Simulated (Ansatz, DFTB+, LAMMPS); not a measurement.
# Zone-centre TO phonon frequency of diamond-structure Si: levels of theory against measurement

Reference value: 525 cm⁻¹ (measured, low temperature, zero-point motion not removed; as tabulated in Tanner et al. (2021), arXiv:2110.11888).

**Question.** What do MEAM library.meam-Si, DFTB Si–O set cp2k-nonscc-sid, SNAP Si_Zuo_JPCA2020.snap, LDA, PBE, HSE06, Hartree–Fock give, and how far is each from the reference?

**Answer.** 
```
level (code)                           value (cm⁻¹)  cell (Å³/atom)  difference (%)
-------------------------------------  ------------  --------------  --------------
MEAM library.meam-Si (LAMMPS)                   804           20.02             +53
DFTB Si–O set cp2k-nonscc-sid (DFTB+)           586           19.59           +11.6
SNAP Si_Zuo_JPCA2020.snap (LAMMPS)              468           20.50           -10.9
LDA (Ansatz)                                    513           19.70            -2.3
PBE (Ansatz)                                    503           20.46            -4.2
HSE06 (Ansatz)                                  528           20.12            +0.6
Hartree–Fock (Ansatz)                           570           20.86            +8.6
```

Leaving aside DFTB Si–O set cp2k-nonscc-sid (files made for compounds): Once the reference is moved by up to 2.0 % (a margin picked here for doubts on the reference and the settings, and for temperature and zero-point motion) and values within 0.7 % count as equal, the nearest can be HSE06 (+0.6 %) or LDA (-2.3 %). Farthest off among them: MEAM library.meam-Si (+53 %).

The reference isn't brought to a static lattice, while the calculations are for one, so the differences are not the levels' errors alone.  DFTB Si–O set cp2k-nonscc-sid: this tight-binding set is not self-consistent in the charges. Each level is taken at its own relaxed cell. K meshes differ between the levels. Ansatz's density-functional and Hartree–Fock values are scalar-relativistic unless marked +SOC, with PAW data made under PBE.

Empirical potentials (MEAM library.meam-Si) are fitted to chosen data: where that held the value shown, agreement is built in, and what lay outside the fit can be far off. Machine-learned potentials (SNAP Si_Zuo_JPCA2020.snap) are trained on DFT data: a solid inside that data is no test of them.

Differences are worked out from the printed values.

Ansatz is a program for electronic structure.
